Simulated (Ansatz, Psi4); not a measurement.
## Heat of formation of C2H4OS (thioacetic acid) from total energies

The species is C2H4OS (8 atoms), meant as a singlet with charge 0. As SMILES, `CC(=O)S`. The coordinates come from a PBE0-D4/def2-TZVP relaxation. This is one conformer, not always the lowest.

```xyz
8

C     0.0094    1.0552   -0.0019
C     0.2786   -0.4120   -0.1776
O     1.1551   -0.8609   -0.8579
S    -0.8805   -1.4407    0.7176
H     0.9279    1.6110   -0.1850
H    -0.3842    1.2806    0.9899
H    -0.7380    1.3591   -0.7400
H    -0.3684   -2.5923    0.2549
```

Total energies at TPSSh/def2-SVP (Psi4 1.11); the atoms run unrestricted:

```tsv
species	state	energy (Eh)
C2H4OS	singlet	-551.825296
C	triplet	-37.817875
O	triplet	-75.005560
S	triplet	-397.994719
H	doublet	-0.499260
```

Harmonic wavenumbers at PBE0-D4/def2-TZVP, in cm⁻¹: 50, 318, 382, 454, 534, 636, 845, 1007, 1024, 1147, 1378, 1454, 1467, 1821, 2718, 3063, 3140, 3173.

Measured heats of formation of the gaseous atoms at 298.15 K, in kJ/mol: C 716.9, O 249.2, S 277.0, H 218.0. Spin-orbit lowering of the atoms at 298 K (mean of the ground term's levels less their thermal mean, from spectra), in kJ/mol: C 0.02, O 0.40, S 1.88. Take 1 Eh = 2625.50 kJ/mol, 1 cm⁻¹ = 0.0119627 kJ/mol, RT = 2.479 kJ/mol.

Question: Work out the heat of formation of the gas at 298 K.

Answer: 
1. Electronic atomisation energy: 2 × (-37.817875) + (-75.005560) + (-397.994719) + 4 × (-0.499260) − (-551.825296) = 1.192227 Eh = 3130.2 kJ/mol.
2. Zero-point energy: half the sum of the wavenumbers, 12305.5 cm⁻¹ = 147.2 kJ/mol.
3. Thermal vibrational enthalpy, Σ hcν̃/(exp(hcν̃/kT) − 1): 6.1 kJ/mol. Translation, rotation and pV of a non-linear molecule: 4 RT = 9.9 kJ/mol.
4. The 8 free atoms carry 5/2 RT each: 49.6 kJ/mol.
5. Spin-orbit coupling lowers the free atoms by 2 × 0.02 + 0.40 + 1.88 = 2.3 kJ/mol.
6. Atomisation enthalpy at 298 K: 3130.2 − 2.3 − 147.2 − 6.1 − 9.9 + 49.6 = 3014.3 kJ/mol.
7. Sum of the atoms' heats of formation: 2832.0 kJ/mol. Heat of formation: 2832.0 − 3014.3 = -182.3 kJ/mol.

The tabulated value is -175.1 kJ/mol (CRC Handbook of Chemistry and Physics), so this level is off by -7.2 kJ/mol, or 0.2 % of the atomisation enthalpy that the table implies (3007.1 kJ/mol). So close a hit in a small basis owes something to errors that cancel. Anharmonicity and any spin-orbit splitting of the molecule are left out.
